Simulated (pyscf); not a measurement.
Single points on ωB97X-D3(BJ)/def2-SVP structures (PySCF, gas phase). Correlated levels are frozen-core, on RHF or UHF. ΔMP2 is the change of the MP2 total energy from the triple- to the quadruple-zeta basis.

Task: H₃C–GaH₂ + H₂O → CH₄ + HO–GaH₂
Surface: singlet. Broken: C–Ga, H–O. Formed: C–H, Ga–O. Give ΔE‡ and ΔE from CCSD(T)/def2-TZVPP + ΔMP2(QZVPP), relative to the separated reactants.

Result: ΔE‡ = 0.52 eV, ΔE = -0.88 eV. Zero-point energy shifts the barrier by +0.01 eV. It is a four-centre exchange, with an imaginary mode of 1459i cm⁻¹. On the reactant side the descent ends in an adduct with a Ga–O contact, 0.63 eV under the separated species and 1.08 eV under the saddle at ωB97X-D3(BJ)/def2-TZVP. What is counted as formed (Ga–O) is already present as a longer contact in the reactant adduct; forming that adduct is a step of its own. This is the saddle that the search found; another between the same sides may lie lower. The CCSD(T) − MP2 part came from Ansatz, without density fitting, on the same reference. The frozen core leaves the outer d or s,p core shells of the metals and heavy elements correlated in the MP2 and CC values, and def2-TZVPP describes them poorly, which can shift differences by a few kcal/mol. Elements up to Kr have no core potential and no relativistic terms here.
